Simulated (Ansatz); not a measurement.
**Si₂H₂O (SMILES O=[Si]=[SiH2]): single points off equilibrium**

One table from this session's results is given with a row withheld; the runs are named, their logs left out.

The runs use Ansatz 0.2.0, Gaussian basis; single points in def2-TZVPP.

Correlated methods freeze the cores.

## The system as given

SMILES `O=[Si]=[SiH2]`, 5 atoms, charge 0, spin multiplicity 1.

Atoms are counted from 1 here; the program's logs count them from 0.

Bond lengths: O1–Si2 1.564 Å, Si2–Si3 2.255 Å, Si3–H4 1.417 Å, Si3–H5 1.482 Å. Angles: O1–Si2–Si3 171.0°, Si2–Si3–H4 125.7°, Si2–Si3–H5 113.0°, H4–Si3–H5 120.7°.

Geometry (Å):

```mol
H2OSi2
  3D, bonds by distance, orders not assigned

  5  4  0  0  0  0  0  0  0  0999 V2000
   -0.7196   -1.6473    2.2338 O   0  0
   -0.3554   -0.6467    1.0881 Si  0  0
    0.1177    0.5201   -0.7823 Si  0  0
   -0.3139    0.1939   -2.0922 H   0  0
    1.1224    1.5864   -0.5614 H   0  0
  1  2  8  0
  2  3  8  0
  3  4  8  0
  3  5  8  0
M  END
```

Set-up of the first run:

run/in.yaml

```yaml
crystal:
  periodic: [false, false, false]
  atoms:
    - {symbol: O, position_ang: [-0.719600, -1.647300, 2.233800]}
    - {symbol: Si, position_ang: [-0.355400, -0.646700, 1.088100]}
    - {symbol: Si, position_ang: [0.117700, 0.520100, -0.782300]}
    - {symbol: H, position_ang: [-0.313900, 0.193900, -2.092200]}
    - {symbol: H, position_ang: [1.122400, 1.586400, -0.561400]}
basis:
  gaussian: {orbitals: def2-TZVPP}
correlation: {method: ccsd_t}
output: {forces: true}
```

The command line of these runs was not kept.

Among the steps run: CCSD(T)/def2-TZVPP; PBE0-D4/def2-TZVPP; wB97M-V/def2-TZVPP; r2SCAN-D4/def2-TZVPP; PBE-D4/def2-TZVPP; BHLYP-D4/def2-TZVPP; SPW92/def2-TZVPP.

One table of the session follows, with a row left open; its other results are not shown here.

```
   method  RMS force component (eV/Å)  angle to CCSD(T) forces (°)  dipole (D)
  CCSD(T)                       0.841                    reference        2.87
  PBE0-D4                       1.021                          9.9        3.08
  wB97M-V                       1.032                         13.1        3.09
r2SCAN-D4                       0.914                          4.0        2.85
   PBE-D4                           ?                            ?           ?
 BHLYP-D4                       1.246                         21.9        3.46
    SPW92                       0.931                          6.5        2.89
```

Q: Estimate the row for PBE-D4 from the others.

As computed: RMS force component (eV/Å): 0.803; angle to CCSD(T) forces (°): 12.6; dipole (D): 2.75. In the column «RMS force component (eV/Å)» it is the lowest.

Limits of these values: The reference is not at the basis limit: in triple zeta CCSD(T) underbinds, which counts against methods that bind more; the gaps are no ranking. The T1 diagnostic is large here, over the usual mark for main-group molecules (transition-metal compounds often pass it harmlessly), so CCSD(T) itself may be off.
